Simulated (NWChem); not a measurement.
## A calculation on hydrogen isocyanide (CHN)

```xyz
3

C      0.0000     0.0000     0.7490
N      0.0000     0.0000    -0.4352
H      0.0000     0.0000    -1.4477
```
Charge 0, spin multiplicity 1.

The numbers come from NWChem runs, not from measurements. The geometry was optimised at PBE/def2-SVP, a minimum by its harmonic frequencies.

Symmetry labels belong to the abelian group C2v used in the runs, with the axes of the coordinates shown; states degenerate in a higher group split over its labels.

B3LYP has NWChem's definition, with VWN1-RPA local correlation.

Question: List the lowest 6 singlet excitations that TD-B3LYP/aug-cc-pVDZ, VWN1-RPA local correlation gives, with oscillator strengths.

Answer: 
```json
[
 {"state": "1", "symmetry": "a1", "energy (eV)": "7.82", "wavelength (nm)": "159", "f": "0.023"},
 {"state": "2", "symmetry": "b1", "energy (eV)": "7.99", "wavelength (nm)": "155", "f": "0.083"},
 {"state": "3", "symmetry": "b2", "energy (eV)": "7.99", "wavelength (nm)": "155", "f": "0.083"},
 {"state": "4", "symmetry": "a2", "energy (eV)": "8.16", "wavelength (nm)": "152", "f": "0.000"},
 {"state": "5", "symmetry": "a1", "energy (eV)": "8.41", "wavelength (nm)": "147", "f": "0.000"},
 {"state": "6", "symmetry": "a2", "energy (eV)": "8.41", "wavelength (nm)": "147", "f": "0.000"}
]
```
